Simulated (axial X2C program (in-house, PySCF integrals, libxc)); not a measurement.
## Potential curves of AlCl⁺, without spin–orbit coupling

Computed with an in-house all-electron X2C program for linear molecules (integrals from PySCF). Spin-free means the one-electron spin-free X2C Hamiltonian. Basis: Cl dyall-av3z [9s8p3d2f], Al dyall-v3z [8s8p2d1f] (cores contracted in-house); Gaussian nuclei, density fitting, unrestricted open shells. Masses: Cl 34.969 u, Al 26.982 u.

State: M_S = 1/2, Λ = 0 (beyond evenly filled blocks: σα). Energies in cm⁻¹ from the fragments at the same level (Cl + Al+). Fits are polynomials in 1 − R0/R over 0.85 to 1.23 times the lowest point R0.

```tsv
R (Å)	HF	MP2	PBE0	CCSD
1.7739	-2849	-8377	-8388	
1.8555	-7737	-13419	-13243	-9871
1.9167	-9746	-15552	-15289	-11997
1.9778	-10690	-16621	-16314	-13071
2.0390	-10819	-16873	-16565	-13348
2.1104	-10208	-16388	-16137	-12924
2.1817	-9023	-15290	-15166	-11938
2.2735	-7002	-13240	-13422	-10172
2.3856	-4349	-10033	-10953	
2.5488	-1440	-5188	-7443
```

Correlated methods: 9 electrons correlated (number of frozen shells: Cl 2 s, 1 p; Al 2 s, 1 p), 169 virtual spin orbitals or spinors in MP2, 89 natural virtuals in coupled cluster.

Occupations by symmetry block were frozen at the best pattern of an incomplete PBE0 search. De is counted from the lowest determinant-based energies of the atoms at the same level, without counterpoise correction. CCSD ran in a truncated set of natural virtual spinors with an MP2 remainder; without triples it tends to underbind. Coupled cluster ran on the points near the minimum only. MP2 and coupled cluster on one determinant become unreliable at the stretched end.

Q: Fit the HF curve near its minimum: give the equilibrium distance, the harmonic wavenumber and the well depth.

A: At HF, spin-free: Re = 2.019 Å, ωe ≈ 629 cm⁻¹, De = 1.35 eV to Cl + Al+; Be follows as 0.271 cm⁻¹.

Q: What are Re, ωe and De at the MP2 level?

A: At MP2, spin-free: Re = 2.030 Å, ωe ≈ 618 cm⁻¹, De = 2.09 eV to Cl + Al+; Be follows as 0.269 cm⁻¹.

Q: Fit the PBE0 curve near its minimum: give the equilibrium distance, the harmonic wavenumber and the well depth.

A: At PBE0, spin-free: Re = 2.032 Å, ωe ≈ 594 cm⁻¹, De = 2.05 eV to Cl + Al+; Be follows as 0.268 cm⁻¹.

Q: Fit the CCSD curve near its minimum: give the equilibrium distance, the harmonic wavenumber and the well depth.

A: At CCSD, spin-free: Re = 2.034 Å, ωe ≈ 602 cm⁻¹, De = 1.66 eV to Cl + Al+; Be follows as 0.268 cm⁻¹.
